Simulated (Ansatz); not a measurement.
```yaml
crystal:
  periodic: [false, false, false]
  atoms:
    - {symbol: O, position_ang: [-1.146883, -0.163621, -0.001475]}
    - {symbol: N, position_ang: [0.102091, 0.386500, 0.002649]}
    - {symbol: O, position_ang: [1.169329, -0.210804, -0.001052]}
    - {symbol: H, position_ang: [-1.774987, 0.572441, 0.003306]}
basis:
  gaussian: {orbitals: def2-TZVP}
magnetization: {spin_polarized: true, initial_magnetization: 2}
hamiltonian: {xc: pbe0}
relax: {f_tol: 0.004, max_steps: 80}
```

```sh
$ ansatz run in.yaml --threads 1 --pin off --events-out ev --progress --plain --max-ram 2176MiB
```

Steps of the relaxation (energy above the last step; positions in Å, forces in eV/Å):

```
4
step 1, 77.3 meV
O    -1.147   -0.164   -0.001   -0.290   -1.085   -0.007
N     0.102    0.387    0.003    1.082    1.081    0.008
O     1.169   -0.211   -0.001   -1.166   -0.144   -0.001
H    -1.775    0.572    0.003    0.374    0.148    0.001
```

```
4
step 2, 24.6 meV
O    -1.139   -0.174   -0.002   -0.294   -0.652   -0.005
N     0.102    0.408    0.003    0.570    0.773    0.005
O     1.143   -0.218   -0.001   -0.419   -0.199   -0.001
H    -1.757    0.568    0.003    0.142    0.079    0.001
```

```
4
step 3, 0.4 meV
O    -1.134   -0.185   -0.002   -0.009   -0.032    0.000
N     0.109    0.441    0.003    0.190   -0.059    0.000
O     1.122   -0.232   -0.001   -0.156    0.082    0.001
H    -1.748    0.561    0.003   -0.025    0.008    0.000
```

```
4
step 5, 0.0 meV
O    -1.134   -0.185   -0.002    0.001    0.000    0.000
N     0.112    0.441    0.003    0.000   -0.001    0.000
O     1.120   -0.232   -0.001   -0.001    0.001    0.000
H    -1.749    0.560    0.003    0.000    0.001    0.000
```

Close pairs at the end: O1–H4 0.966 Å, N2–O3 1.212 Å, O1–N2 1.395 Å.

A stationary point of unrestricted PBE0 after 5 steps, with ⟨S²⟩ = 2.010 against 2.00 for a pure state; no frequencies were run, so it isn't proven a minimum. 15 s on 1 thread of Arm Neoverse V1, shared host.
